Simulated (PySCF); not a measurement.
Bonds (- single, = double, # triple, : aromatic): C1-N2 1.440 Å, N2:N3 1.315 Å, N3:C4 1.330 Å, C4:C5 1.404 Å, C5:N6 1.330 Å, N6:N2 1.314 Å. C1 carries H7, H8, H9; C4 carries H10; C5 carries H11.

Geometry: PBE0-D3(BJ)/def2-SVP; GIAO shifts from PySCF 2.14.0 with density-fitted response routines, gas phase, non-relativistic, averaged over equivalent atoms.

At BP86/pcSseg-2 (286 basis functions, 45 s wall time on 1 thread of an Arm Neoverse V1, shared host):
```json
{"atoms": "C4/C5", "δ (ppm)": "139.1"}
{"atoms": "C1", "δ (ppm)": "43.7"}
{"atoms": "N3/N6", "δ (ppm)": "355.2"}
{"atoms": "N2", "δ (ppm)": "272.4"}
{"atoms": "H10/H11", "δ (ppm)": "7.42"}
{"atoms": "H7/H8/H9", "δ (ppm)": "4.08"}
```

Scale: ¹³C (σ = 179.17 ppm) and ¹H (σ = 31.23 ppm) against TMS; NH3 for ¹⁵N (σ = 259.23 ppm) (reference shieldings calculated alike).

Problem. What do these become at BLYP/pcSseg-2?

Solution. 
```tsv
atoms	δ at BLYP/pcSseg-2	change
C4/C5	139.6	+0.5
C1	43.8	+0.1
N3/N6	361.2	+6.0
N2	277.8	+5.4
H10/H11	7.39	-0.03
H7/H8/H9	4.10	+0.02
```

References, each an isolated molecule treated in the same way: ¹³C (σ = 175.01 ppm) and ¹H (σ = 31.38 ppm) against TMS; ¹⁵N (σ = 257.55 ppm) vs NH3.

The largest change is at N3/N6 (pyridine-type nitrogen of an azole). Cost: 286 basis functions, 45 s wall time on 1 thread of an Arm Neoverse V1, shared host.

Experimental scales use liquid or dissolved standards, which lie at an offset from isolated NH3 (liquid NH3: subtract about 20 ppm). Unscaled 15N shifts of sp2 nitrogen come out 20 to 40 ppm too high even then.
